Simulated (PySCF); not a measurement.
# SiH: energy against distance

Set-up: PySCF, no relativity, basis sets Si cc-pV(D+d)Z, H cc-pVDZ. Energies in eV from Si + H in their ground configurations at the same level. State: ²Π (doublet), unpaired electrons π ↑.

```json
{"R (Å)": "1.326", "UHF-MP2": "-2.338", "B97-3": "-2.720", "r²SCANh": "-2.626", "UHF-CCSD": ""}
{"R (Å)": "1.388", "UHF-MP2": "-2.575", "B97-3": "-2.965", "r²SCANh": "-2.868", "UHF-CCSD": "-2.708"}
{"R (Å)": "1.450", "UHF-MP2": "-2.705", "B97-3": "-3.106", "r²SCANh": "-3.007", "UHF-CCSD": "-2.842"}
{"R (Å)": "1.496", "UHF-MP2": "-2.748", "B97-3": "-3.158", "r²SCANh": "-3.056", "UHF-CCSD": "-2.889"}
{"R (Å)": "1.542", "UHF-MP2": "-2.753", "B97-3": "-3.172", "r²SCANh": "-3.069", "UHF-CCSD": "-2.898"}
{"R (Å)": "1.588", "UHF-MP2": "-2.727", "B97-3": "-3.155", "r²SCANh": "-3.050", "UHF-CCSD": "-2.876"}
{"R (Å)": "1.650", "UHF-MP2": "-2.653", "B97-3": "-3.093", "r²SCANh": "-2.988", "UHF-CCSD": "-2.810"}
{"R (Å)": "1.727", "UHF-MP2": "-2.513", "B97-3": "-2.970", "r²SCANh": "-2.863", "UHF-CCSD": "-2.681"}
{"R (Å)": "1.820", "UHF-MP2": "-2.298", "B97-3": "-2.775", "r²SCANh": "-2.666", "UHF-CCSD": "-2.483"}
{"R (Å)": "1.943", "UHF-MP2": "-1.965", "B97-3": "-2.467", "r²SCANh": "-2.359", "UHF-CCSD": ""}
```

Q: Put a parabola through the three lowest points of the UHF-MP2 curve and estimate Re, k and ωe (reduced mass 0.9728 u; 1 eV/Å² = 0.16022 mdyn/Å; ωe = 1302.8·√(k/μ) cm⁻¹).

A: Through R = 1.496, 1.542, 1.588 Å the second-order coefficient is 7.33 eV/Å², so Re ≈ 1.526 Å, k ≈ 2.35 mdyn/Å and ωe ≈ 2024 cm⁻¹. A polynomial fit of higher order to the unrounded UHF-MP2 energies gives Re = 1.525 Å, k = 2.51 mdyn/Å, ωe = 2094 cm⁻¹; anharmonicity and rounding make the difference.

The higher-order fit for each curve: UHF-MP2: Re = 1.525 Å, ωe = 2094 cm⁻¹, De = 2.76 eV; B97-3: Re = 1.538 Å, ωe = 2023 cm⁻¹, De = 3.17 eV; r²SCANh: Re = 1.536 Å, ωe = 2028 cm⁻¹, De = 3.07 eV; UHF-CCSD: Re = 1.531 Å, ωe = 2045 cm⁻¹, De = 2.90 eV.

Correlated steps freeze 5 core orbitals. Correlated levels converge slowly with the basis: in double zeta they bind strong bonds too weakly, by up to about 1 eV, and carry superposition errors of some tenths. The state is the lowest determinant that a PBE0 search found; another state may lie lower at other levels.
